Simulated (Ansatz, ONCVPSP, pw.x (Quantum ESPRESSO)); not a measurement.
Equation-of-state test of one ONCV potential (magnesium)

ONCVPSP 4.0.1.1 (patched build) input, shortened (lines: element, Z, core and valence counts, functional; n l f; lmax; l rc ep ncon nbas qcut; lloc lpopt rc5 dvloc0; l nproj debl; icmod fcfact rcfact), PBEsol, scalar-relativistic:

```
  Mg 12.00    3    2  -116133      upf
    1    0    2.00
    2    0    2.00
    2    1    6.00
    3    0    1.75
    3    1    0.25
    2
    0    1.95    0.00    4    8    3.80
    1    2.65    0.00    4    8    3.30
    2    1.95    0.46    4    8    4.90
    0    5    1.95    0.00
    0    0    3.80
    1    2    1.70
    2    3    1.00
    0    0.00    0.00
```

Crystal test: bcc Mg in pw.x 7.5, no spin, 13³ k-points, Fermi–Dirac smearing 0.01 Ry, cutoffs 35/140 Ry. The reference is all-electron LAPW (Ansatz 0.2.0) with the same functional, mesh and smearing; V0 and B0 come from Birch–Murnaghan fits to the pressures at five volumes. Errors are pseudo minus all-electron; Δ is the rms difference of the E(V) curves that follow from these fits, minima aligned, over ±6 % about the mean V0. Mesh and smearing are coarse, so the numbers serve the comparison and aren't converged zero-temperature values; the lattice is a test structure that the element need not adopt.

```tsv
V (Å³/atom)	P all-electron (GPa)	P pseudo (GPa)
21.324	2.25	2.53
21.885	1.14	1.43
22.446	0.16	0.46
23.007	-0.70	-0.40
23.568	-1.46	-1.16
```

All-electron: a0 = 3.559 Å (V0 = 22.55 Å³/atom), B0 = 36.1 GPa.

Pseudopotential: mean pressure error (GPa): +0.30; a0 (Å): 3.570; a0 error (%): +0.29; B0 error (%): -3.9; Δ (meV/atom): 1.5.

Task: At the middle volume, how do free energy and pressure move when the wave cutoff is lowered (ecutrho kept at four times it)?

Result:

| cutoff (Ry) | shift of F (meV/atom) | shift of P (GPa) |
| --- | --- | --- |
| 16 | +1.4 | -0.01 |
| 21 | +0.3 | -0.00 |
| 28 | +0.1 | +0.00 |

The run at the middle volume (84 k-points, 5 iterations) took about 6.6 s on one core of a shared host (Neoverse-N1, 64 threads, 124 GiB, load 57).
